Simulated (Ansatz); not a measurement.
A run of Ansatz (development build ahead of 0.2.0) on singlet NH3 at this shape:

| atom | x (Å) | y (Å) | z (Å) |
| --- | --- | --- | --- |
| N | 0.0000 | 0.0000 | 0.1119 |
| H | 0.8610 | 0.0000 | -0.2610 |
| H | -0.4305 | 0.7456 | -0.2610 |
| H | -0.4305 | -0.7456 | -0.2610 |

Its results:

| Quantity | Value |
| --- | --- |
| Converged | yes |
| Reference energy | -56.20569 hartree |
| Correlation energy | -0.23155 hartree |
| Total energy | -56.43724 hartree |
| Spin squared of the determinant | 0.000 |

Which input gives this output? Name the method, the orbitals and the basis set, and write the input.

RHF-MP2 in cc-pVTZ. An unrestricted run that stays on the closed shell gives the same numbers.

```yaml
crystal:
  periodic: [false, false, false]
  atoms:
    - { symbol: "N", position_ang: [0.0, 0.0, 0.11186] }
    - { symbol: H, position_ang: [0.86098, 0.0, -0.261] }
    - { symbol: H, position_ang: [-0.43049, 0.74563, -0.261] }
    - { symbol: H, position_ang: [-0.43049, -0.74563, -0.261] }
basis:
  gaussian: { orbitals: cc-pVTZ }
hamiltonian:
  xc: hf
correlation:
  method: mp2
  frozen_orbitals: { H: 0, "N": 1 }
```
